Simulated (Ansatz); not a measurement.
in.yaml

```yaml
crystal:
  periodic: [false, false, false]
  atoms:
    - {symbol: Si, position_ang: [-0.000446, -0.059018, 1.284043]}
    - {symbol: Al, position_ang: [-0.001279, 0.005205, -1.372411]}
    - {symbol: H, position_ang: [0.046685, 1.505172, 0.959166]}
basis:
  gaussian: {orbitals: cc-pVTZ}
magnetization: {spin_polarized: false}
correlation: {method: ccsd_t, electrons: outside_noble_gas}
output: {forces: true}
```

```sh
$ ansatz run in.yaml --threads 1 --pin off --events-out ev --progress --plain --max-ram 2393MiB
```

Log:

```
504 factors; integrals over basis functions are off by at most 1.2e-3 eV
mean field evaluation 1: about -14456.1807 eV, gradient 1.2e1 eV
mean field evaluation 2: about -14456.1829 eV, gradient 1.2e1 eV
mean field evaluation 4: about -14457.3999 eV, gradient 1.6e0 eV
mean field evaluation 8: about -14457.4318 eV, gradient 1.9e-1 eV
mean field evaluation 16: about -14457.5446 eV, gradient 1.0e0 eV
mean field evaluation 32: about -14457.4318 eV, gradient 1.9e-1 eV
mean field evaluation 64: about -14457.4316 eV, gradient 3.0e-1 eV
mean field evaluation 96: about -14457.4329 eV, gradient 2.9e-3 eV
mean field evaluation 128: about -14438.8715 eV, gradient 2.2e1 eV
mean field evaluation 160: about -14447.9530 eV, gradient 9.1e0 eV
mean field evaluation 192: about -14458.5589 eV, gradient 3.6e-4 eV
mean field -14458.55889722 eV, -531.3422391096 hartree, gradient 8.8e-7 eV, S^2 0.000000; 9 other end points of the search recorded, 0 dependent functions left out; unrestricted orbitals would lower it
determinant -14458.55889722 eV, -531.3422391096 hartree, with singles and doubles -14463.82086922 eV, -531.5356130139 hartree
determinant -14457.43293974 eV, -531.3008609354 hartree, with singles and doubles -14463.15027488 eV, -531.5109691264 hartree
10 core orbitals not correlated: weight in the atoms' cores, before any rotation towards them, 1.000 or more for the frozen orbitals, at most 0.000 for the correlated occupied ones
reference -14458.55889722 eV, -531.3422391096 hartree; 4, 4 occupied and 68, 68 virtual orbitals, 504 factors
second order -4.11114812 eV of doubles, -0.00000000 eV of singles
cycle   1  -5.12443880 eV  change   -1.9e-1 eV  update   2.6e-2
cycle   2  -5.13568163 eV  change   -1.1e-2 eV  update   6.2e-3
cycle   3  -5.13872563 eV  change   -3.0e-3 eV  update   2.8e-3
cycle   4  -5.14044174 eV  change   -1.7e-3 eV  update   1.4e-3
cycle   5  -5.14103914 eV  change   -6.0e-4 eV  update   8.8e-4
cycle   6  -5.14129873 eV  change   -2.6e-4 eV  update   4.9e-4
cycle   7  -5.14145273 eV  change   -1.5e-4 eV  update   2.3e-4
cycle   8  -5.14143197 eV  change    2.1e-5 eV  update   1.0e-4
cycle   9  -5.14140848 eV  change    2.3e-5 eV  update   4.8e-5
cycle  10  -5.14141164 eV  change   -3.2e-6 eV  update   2.6e-5
cycle  11  -5.14142158 eV  change   -9.9e-6 eV  update   1.3e-5
cycle  12  -5.14142611 eV  change   -4.5e-6 eV  update   6.1e-6
cycle  13  -5.14142532 eV  change    7.9e-7 eV  update   2.7e-6
cycle  14  -5.14142477 eV  change    5.5e-7 eV  update   1.1e-6
cycle  15  -5.14142468 eV  change    9.3e-8 eV  update   5.3e-7
cycle  16  -5.14142470 eV  change   -2.4e-8 eV  update   2.9e-7
perturbative correction -0.21848878 eV, -0.0080293145 hartree
the calculation of the forces begins
mean field evaluation 224: about -14458.5573 eV, gradient 1.1e-1 eV
Total energy: -14463.91881070 eV, -531.5392122968 hartree
Atom 0 at    -0.000446    -0.059018     1.284043 Å, force     0.018367     0.613141    -0.229727 eV/Å
Atom 1 at    -0.001279     0.005205    -1.372411 Å, force    -0.000034    -0.004553     0.099686 eV/Å
Atom 2 at     0.046685     1.505172     0.959166 Å, force    -0.018334    -0.608589     0.130041 eV/Å
Dipole moment:    -0.002338    -0.071558    -0.158934 e Å
```

Forces (eV/Å):
```
Si   0.018  0.613 -0.230
Al   0.000 -0.005  0.100
H   -0.018 -0.609  0.130
```

Ran on 1 thread of Intel Xeon 6975P-C, shared host: 5 s wall, 0.24 GiB peak host memory.
